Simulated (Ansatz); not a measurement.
**Cubic perovskite SrTiO3 (cubic form, which distorts at low temperature)**

All values below come from PBE-D4 (Ansatz, a first-principles code, PAW).

Run with plane-wave cutoff 520 eV, 10×10×10 k mesh, Fermi–Dirac smearing 0.01 eV, no spin polarisation, scalar-relativistic PAW data made under PBE.

Cell (relaxed at this level):

```
SrTiO3
1.0
    3.91547     0.00000     0.00000
    0.00000     3.91547     0.00000
    0.00000     0.00000     3.91547
Sr Ti O
1 1 3
Cartesian
  0.00000   0.00000   0.00000
  1.95773   1.95773   1.95773
  1.95773   0.00000   1.95773
  0.00000   1.95773   1.95773
  1.95773   1.95773   0.00000
```

For cubic perovskite SrTiO3 (cubic form, which distorts at low temperature), the band gap is 1.87 eV and the smallest direct gap on the k points sampled is 2.22 eV.

Measured, for comparison: band gap 3.59 eV (zero-point renormalisation of 336 meV (experimental, the table's column) added back here, indirect; inputs from Miglio et al. (2020), arXiv:2011.12765).

Note: the relaxation could not lower the start's symmetry, so the cell can be a saddle point above a distorted one.

Spin–orbit coupling is not included.

It cost about 80 core-seconds (a rough figure) of CPU time.
